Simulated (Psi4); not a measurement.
**doublet [C6H6]+ at 3 levels**

Wanted: a comparison of 3 runs (UBLYP/def2-SVP, UPBE/def2-SVP, USVWN5/def2-SVP) of doublet [C6H6]+. 

The results are computed with Psi4 1.11.

### 1 The structure to begin with

[C6H6]+: 12 atoms, total charge +1, spin state doublet. As SMILES of the parent species, `C=C1C=CC=C1`. The shape is that of a PBE0-D4/def2-TZVP optimisation. That shape belongs to the parent species and isn't relaxed for this state.

Bond lengths: C1–C2 1.336 Å, C2–C3 1.465 Å, C3–C4 1.346 Å, C4–C5 1.466 Å, C2–C6 1.465 Å, C5–C6 1.346 Å, C1–H7 1.084 Å, C1–H8 1.084 Å, C3–H9 1.081 Å, C4–H10 1.082 Å, C5–H11 1.082 Å, C6–H12 1.081 Å. Some angles: C1–C2–C3 126.8°, C1–C2–C6 126.8°, C3–C2–C6 106.3°, C2–C3–C4 107.8°, C3–C4–C5 109.0°, C4–C5–C6 109.0°, C2–C6–C5 107.8°, C2–C1–H7 121.3°, C2–C1–H8 121.3°, C2–C3–H9 124.6°.

### 2 Energy and gradient at UBLYP/def2-SVP (run 1)

Contents of calc.py:

```python
import psi4

psi4.set_memory(1600000000)
psi4.set_num_threads(1)
psi4.set_output_file('c6h6.out', False)

geom = psi4.geometry("""
1 2
C     -0.818100    -1.597600     0.906600
C     -0.269900    -0.537800     0.305500
C      0.652900     0.430400     0.902600
C      0.964800     1.337500    -0.041700
C      0.261500     0.997400    -1.282700
C     -0.471600    -0.113400    -1.081700
H     -1.493400    -2.259800     0.376500
H     -0.605400    -1.830200     1.944100
H      1.002400     0.394600     1.924400
H      1.624900     2.186300     0.076600
H      0.333200     1.561600    -2.202900
H     -1.104400    -0.624200    -1.793300
symmetry c1
""")

psi4.set_options({
    'basis': 'def2-SVP',
    'reference': 'uks',
    'puream': True,
    'e_convergence': 1e-09,
    'd_convergence': 1e-08,
    'scf_type': 'pk',
    'dft_radial_points': 99,
    'dft_spherical_points': 590,
    'maxiter': 200,
})

energy_value, wavefunction = psi4.gradient('blyp', molecule=geom, return_wfn=True)
psi4.oeprop(wavefunction, 'DIPOLE', 'MAYER_INDICES', 'WIBERG_LOWDIN_INDICES')
print('gradient / Eh bohr^-1')
print(energy_value.np.round(6))
print(f'energy = {wavefunction.energy():.10f} Eh')
```

Run with:

```bash
$ python calc.py
```

c6h6.out:

```text
[...]
  Running in c1 symmetry.
[...]
  Nuclear repulsion =  201.663546874712381
[...]
  Multiplicity = 2
[...]
  Nalpha       = 21
  Nbeta        = 20
[...]
    Number of basis functions: 114
[...]
   @UKS iter   1:  -231.25668554769118    2.88033e-01   6.56158e-03 ADIIS/DIIS
[...]
   @UKS iter  15:  -231.60999351344626   -4.80327e-12   7.04123e-09 DIIS
[...]
   @S^2 Observed:                7.552686042E-01
[...]
  @UKS Final Energy:  -231.60999351344626
   => Energetics <=
    Nuclear Repulsion Energy =            201.6635468747123809
    One-Electron Energy =                -700.5582700093223139
    Two-Electron Energy =                 301.6280806688720304
    DFT Exchange-Correlation Energy =     -34.3433510477083601
    Empirical Dispersion Energy =           0.0000000000000000
    VV10 Nonlocal Energy =                  0.0000000000000000
    Total Energy =                       -231.6099935134462555
[...]
  -Total Gradient:
     Atom            X                  Y                   Z
    ------   -----------------  -----------------  -----------------
       1        0.008182385252     0.015855949788    -0.009037543472
       2       -0.002141341947    -0.004074465069     0.002261797334
       3        0.020202059673     0.042322267052    -0.028731232965
       4       -0.003440748724    -0.038590287872     0.066885668279
       5       -0.047612232859    -0.059974002229    -0.010977788962
       6        0.024897057446     0.044620156175    -0.020475663737
       7        0.007203579891     0.007320623851     0.005108816525
       8       -0.001880203430     0.002909064920    -0.010862313397
       9       -0.004438381079    -0.000007629234    -0.012051359571
      10       -0.006898392172    -0.009357388112    -0.000263972133
      11       -0.001418552653    -0.006702436755     0.009376152406
      12        0.007345921720     0.005680381832     0.008766157676
[...]
 Multipole Moments:
 ------------------------------------------------------------------------------------
     Multipole            Electronic (a.u.)      Nuclear  (a.u.)        Total (a.u.)
 ------------------------------------------------------------------------------------
 L = 1.  Multiply by 2.5417464519 to convert [e a0] to [Debye]
 Dipole X            :          0.4715853           -0.4862972           -0.0147119
 Dipole Y            :          0.9123076           -0.9411144           -0.0288068
 Dipole Z            :         -0.5171761            0.5334308            0.0162547
 Magnitude           :                                                    0.0362006
[...]
```

Standard output:

```text
gradient / Eh bohr^-1
[[ 8.1820e-03  1.5856e-02 -9.0380e-03]
 [-2.1410e-03 -4.0740e-03  2.2620e-03]
 [ 2.0202e-02  4.2322e-02 -2.8731e-02]
 [-3.4410e-03 -3.8590e-02  6.6886e-02]
 [-4.7612e-02 -5.9974e-02 -1.0978e-02]
 [ 2.4897e-02  4.4620e-02 -2.0476e-02]
 [ 7.2040e-03  7.3210e-03  5.1090e-03]
 [-1.8800e-03  2.9090e-03 -1.0862e-02]
 [-4.4380e-03 -8.0000e-06 -1.2051e-02]
 [-6.8980e-03 -9.3570e-03 -2.6400e-04]
 [-1.4190e-03 -6.7020e-03  9.3760e-03]
 [ 7.3460e-03  5.6800e-03  8.7660e-03]]
energy = -231.6099935134 Eh
```

It took 46 s on 1 thread of Intel Xeon 6975P-C (Granite Rapids), shared host; peak memory 0.7 GiB.

### 3 Energy and forces at UPBE/def2-SVP (run 2)

Contents of job.py:

```python
import psi4

psi4.set_memory('1600 MB')
psi4.set_num_threads(1)
psi4.core.set_output_file('c6h6.out', False)

molecule = psi4.geometry("""
1 2
C     -1.54598494    -3.01902646     1.71322570
C     -0.51003708    -1.01629471     0.57731133
C      1.23380219     0.81333812     1.70566680
C      1.82320777     2.52750869    -0.07880158
C      0.49416338     1.88481284    -2.42395170
C     -0.89119484    -0.21429494    -2.04411675
H     -2.82211699    -4.27040310     0.71148189
H     -1.14404020    -3.45857675     3.67381656
H      1.89426147     0.74568593     3.63658895
H      3.07061598     4.13150823     0.14475302
H      0.62965674     2.95099632    -4.16287768
H     -2.08701353    -1.17956705    -3.38884586
units bohr
symmetry c1
no_reorient
no_com
""")

psi4.set_options({
    'basis': 'def2-SVP',
    'reference': 'uks',
    'puream': True,
    'e_convergence': 1e-09,
    'd_convergence': 1e-08,
    'scf_type': 'pk',
    'dft_radial_points': 99,
    'dft_spherical_points': 590,
    'maxiter': 200,
})

e_tot, wfn = psi4.gradient("pbe", return_wfn=True)
psi4.oeprop(wfn, "LOWDIN_CHARGES", "WIBERG_LOWDIN_INDICES", "QUADRUPOLE", title="PBE")
print('gradient / Eh bohr^-1')
print(e_tot.np.round(6))
print(f'energy = {wfn.energy():.10f} Eh')
```

Run with:

```bash
$ python job.py
```

c6h6.out:

```text
[...]
  Running in c1 symmetry.
[...]
  Nuclear repulsion =  201.663546934606927
[...]
  Multiplicity = 2
[...]
  Nalpha       = 21
  Nbeta        = 20
[...]
    Number of basis functions: 114
[...]
   @UKS iter   1:  -231.09359861713472    2.95265e-01   6.23868e-03 DIIS/ADIIS
[...]
   @UKS iter  15:  -231.40827116245066   -4.03588e-12   8.26825e-09 DIIS
[...]
   @S^2 Observed:                7.563017037E-01
[...]
    Orbital Energies [Eh]
    ---------------------
    Alpha Occupied:
       1A    -10.154117     2A    -10.154111     3A    -10.138929
       4A    -10.138886     5A    -10.125034     6A    -10.123504
       7A     -1.036829     8A     -0.901530     9A     -0.888289
      10A     -0.786259    11A     -0.714870    12A     -0.711143
      13A     -0.663098    14A     -0.597830    15A     -0.589401
      16A     -0.583982    17A     -0.577341    18A     -0.552253
      19A     -0.523819    20A     -0.459301    21A     -0.458001
    Alpha Virtual:
      22A     -0.326885    23A     -0.206007    24A     -0.168162
      25A     -0.122306    26A     -0.099452    27A     -0.094385
[...]
  @UKS Final Energy:  -231.40827116245066
   => Energetics <=
    Nuclear Repulsion Energy =            201.6635469346069272
    One-Electron Energy =                -700.5304253712536138
    Two-Electron Energy =                 301.5820521521503679
    DFT Exchange-Correlation Energy =     -34.1234448779543271
    Empirical Dispersion Energy =           0.0000000000000000
    VV10 Nonlocal Energy =                  0.0000000000000000
    Total Energy =                       -231.4082711624506601
[...]
  -Total Gradient:
     Atom            X                  Y                   Z
    ------   -----------------  -----------------  -----------------
       1        0.006929709459     0.013435526451    -0.007665916192
       2       -0.003741172273    -0.007163630968     0.004013586557
       3        0.022764767096     0.043660986069    -0.024403800462
       4        0.000307067341    -0.034666324974     0.069326847412
       5       -0.048442590029    -0.058264590219    -0.016615145547
       6        0.022471141212     0.043546427688    -0.024950701272
       7        0.007664364369     0.007675228959     0.005663111894
       8       -0.002159577217     0.002905305919    -0.011614242632
       9       -0.004727825565     0.000065070487    -0.012983294836
      10       -0.007501009141    -0.010139253661    -0.000358107448
      11       -0.001493872666    -0.007229125035     0.010212654152
      12        0.007929179324     0.006174730142     0.009374816905
[...]
```

Standard output:

```text
gradient / Eh bohr^-1
[[ 6.9300e-03  1.3436e-02 -7.6660e-03]
 [-3.7410e-03 -7.1640e-03  4.0140e-03]
 [ 2.2765e-02  4.3661e-02 -2.4404e-02]
 [ 3.0700e-04 -3.4666e-02  6.9327e-02]
 [-4.8443e-02 -5.8265e-02 -1.6615e-02]
 [ 2.2471e-02  4.3546e-02 -2.4951e-02]
 [ 7.6640e-03  7.6750e-03  5.6630e-03]
 [-2.1600e-03  2.9050e-03 -1.1614e-02]
 [-4.7280e-03  6.5000e-05 -1.2983e-02]
 [-7.5010e-03 -1.0139e-02 -3.5800e-04]
 [-1.4940e-03 -7.2290e-03  1.0213e-02]
 [ 7.9290e-03  6.1750e-03  9.3750e-03]]
energy = -231.4082711625 Eh
```

It took 49 s on 1 thread of Intel Xeon 6975P-C (Granite Rapids), shared host; peak memory 0.69 GiB.

### 4 The energy at USVWN5/def2-SVP (run 3)

Contents of calc.dat:

```
memory 1600 MB

molecule mol {
  1 2
  C     -0.818100    -1.597600     0.906600
  C     -0.269900    -0.537800     0.305500
  C      0.652900     0.430400     0.902600
  C      0.964800     1.337500    -0.041700
  C      0.261500     0.997400    -1.282700
  C     -0.471600    -0.113400    -1.081700
  H     -1.493400    -2.259800     0.376500
  H     -0.605400    -1.830200     1.944100
  H      1.002400     0.394600     1.924400
  H      1.624900     2.186300     0.076600
  H      0.333200     1.561600    -2.202900
  H     -1.104400    -0.624200    -1.793300
  units angstrom
  symmetry c1
}

set {
  basis def2-SVP
  reference uks
  puream true
  e_convergence 1e-09
  d_convergence 1e-08
  scf_type pk
  dft_radial_points 99
  dft_spherical_points 590
  maxiter 200
}

energy("scf", dft_functional={"name": "SVWN5", "x_functionals": {"LDA_X": {}}, "c_functionals": {"LDA_C_VWN": {}}})
```

Run with:

```bash
$ psi4 -n 1 calc.dat calc.out
```

calc.out:

```text
[...]
  Running in c1 symmetry.
[...]
  Nuclear repulsion =  201.663546874712381
[...]
  Multiplicity = 2
[...]
  Nalpha       = 21
  Nbeta        = 20
[...]
    Number of basis functions: 114
[...]
   @UKS iter   1:  -229.19774640119894    4.01931e-01   6.64740e-03 DIIS/ADIIS
[...]
   @UKS iter  13:  -229.55458088683645   -2.50111e-11   9.21316e-09 DIIS
[...]
   @S^2 Observed:                7.532374857E-01
[...]
    Orbital Energies [Eh]
    ---------------------
    Alpha Occupied:
       1A    -10.046028     2A    -10.046019     3A    -10.030447
       4A    -10.030180     5A    -10.017901     6A    -10.013618
       7A     -1.034416     8A     -0.898799     9A     -0.884181
      10A     -0.783970    11A     -0.715565    12A     -0.712801
      13A     -0.664520    14A     -0.598747    15A     -0.591872
      16A     -0.588956    17A     -0.581747    18A     -0.555101
      19A     -0.525812    20A     -0.465061    21A     -0.461844
    Alpha Virtual:
      22A     -0.333259    23A     -0.211887    24A     -0.175311
      25A     -0.124649    26A     -0.104160    27A     -0.097626
[...]
  @UKS Final Energy:  -229.55458088683645
   => Energetics <=
    Nuclear Repulsion Energy =            201.6635468747123809
    One-Electron Energy =                -700.4815570873163324
    Two-Electron Energy =                 301.4708765502304004
    DFT Exchange-Correlation Energy =     -32.2074472244628964
    Empirical Dispersion Energy =           0.0000000000000000
    VV10 Nonlocal Energy =                  0.0000000000000000
    Total Energy =                       -229.5545808868364475
[...]
 Multipole Moments:
 ------------------------------------------------------------------------------------
     Multipole            Electronic (a.u.)      Nuclear  (a.u.)        Total (a.u.)
 ------------------------------------------------------------------------------------
 L = 1.  Multiply by 2.5417464519 to convert [e a0] to [Debye]
 Dipole X            :          0.4666228           -0.4862972           -0.0196744
 Dipole Y            :          0.9026883           -0.9411144           -0.0384261
 Dipole Z            :         -0.5117348            0.5334308            0.0216960
 Magnitude           :                                                    0.0483152
[...]
```

Run time: 26 s. Hardware: 1 thread of Intel Xeon 6975P-C (Granite Rapids), shared host; peak memory 0.69 GiB.

### 5 All runs side by side

```
run            level      task  energy (Eh)  HOMO energy (eV)  LUMO energy (eV)   ⟨S²⟩  wall time
  1   UBLYP/def2-SVP  gradient  -231.609994            -12.11            -11.20  0.755       46 s
  2    UPBE/def2-SVP  gradient  -231.408271            -12.35            -11.38  0.756       49 s
  3  USVWN5/def2-SVP    energy  -229.554581            -12.55            -11.77  0.753       26 s
```

### 6 What came out

| quantity | value |
| --- | --- |
| run 3: total energy | -229.55458 Eh |
| run 3: HOMO energy (highest over α and β) | -12.55 eV |
| run 3: LUMO energy (lowest over α and β) | -11.77 eV |
| run 3: ⟨S²⟩ | 0.753 |

Totals of different functionals can't be ranked against each other. All runs together took 2 min, the longest 49 s.
